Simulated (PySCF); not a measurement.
Species: C₃H₄ClF.
SMILES: `C=C[C@H](F)Cl`

Theory: EOM-IP-CCSD/aug-cc-pVDZ in PySCF, restricted Hartree–Fock reference, 9 core orbitals frozen, non-relativistic, gas phase, PBE0-D3(BJ)/def2-SVP geometry.

Hartree–Fock orbital energies give these Koopmans values (eV): HOMO 10.64, HOMO-1 12.25, HOMO-2 12.70, HOMO-3 14.37, HOMO-4 15.11, HOMO-5 16.01, HOMO-6 17.12, HOMO-7 18.91.

Q: What vertical ionisation energies does EOM-IP-CCSD give?

A: 
```
leading hole (HF orbital)  Koopmans (eV)  EOM-IP-CCSD (eV)  change (eV)  one-hole share
                     HOMO          10.64             10.62        -0.02            0.96
                   HOMO-1          12.25             11.32        -0.93            0.96
                   HOMO-2          12.70             11.77        -0.93            0.95
                   HOMO-3          14.37             13.12        -1.25            0.95
                   HOMO-4          15.11             13.75        -1.36            0.95
                   HOMO-5          16.01             14.21        -1.80            0.95
                   HOMO-6          17.12             15.41        -1.71            0.95
                   HOMO-7          18.91             16.95        -1.96            0.94
```

Q: Does the order of the lines follow the orbital energies?

A: Yes, no two lines change places. The corrections run from -1.96 to -0.02 eV, with a mean of -1.25 eV over the 8 lines; no line lies above its Koopmans value. Koopmans values leave out both the relaxation of the orbitals and the change in correlation energy.

Q: At what kinetic energies would He I light (21.22 eV) eject these electrons?

A: 10.60 eV (HOMO), 9.90 eV (HOMO-1), 9.45 eV (HOMO-2), 8.10 eV (HOMO-3), 7.47 eV (HOMO-4), 7.01 eV (HOMO-5), 5.81 eV (HOMO-6), 4.27 eV (HOMO-7).

One root was sought for each valence orbital with −ε under 21 eV, eight at most, so deeper holes and satellites are missing; no vibrational structure.

The values belong to the conformer `[CH2:1]=[CH:2][C@H:3]([F:4])[Cl:5]`: C1–C2–C3–F4 0°.
